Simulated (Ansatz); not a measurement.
System: O2, charge 1, doublet. O2+ (parent SMILES O=O, doublet).
B3LYP-D3(BJ)/def2-TZVP minimum from Ansatz (a first-principles code):
```
O
O 1 1.1056
```
Charge +1, spin multiplicity 2.

Total energies in aug-cc-pVDZ, 11 correlated electrons, 2 frozen orbitals. UHF or UKS for unpaired electrons; spin-orbit terms are left out. Cores are frozen in correlated methods. No relativity. The UHF reference of O2+ (parent SMILES O=O, doublet) is spin-contaminated (<S^2> up to 0.34 over the pure value in the sets run). The determinant of O2+ (parent SMILES O=O, doublet) is a saddle point of the SCF energy; a lower one exists, which strains HF and MP2.

```tsv
method	program	energy (Eh)	minus CCSDTQ (mEh)
HF	Ansatz	-149.19129	392.45
MP2	Ansatz	-149.57231	11.42
CCSD	Ansatz	-149.56688	16.86
CCSD(T)	Ansatz	-149.58109	2.65
CCSDT(Q)	Ansatz	-149.58412	-0.39
CCSDTQ	Ansatz	-149.58373	0.00
```

Rough core times of Ansatz's runs on a shared machine: CCSD(T) under 20 s, CCSDT(Q) 30 s, CCSDTQ 30 min.
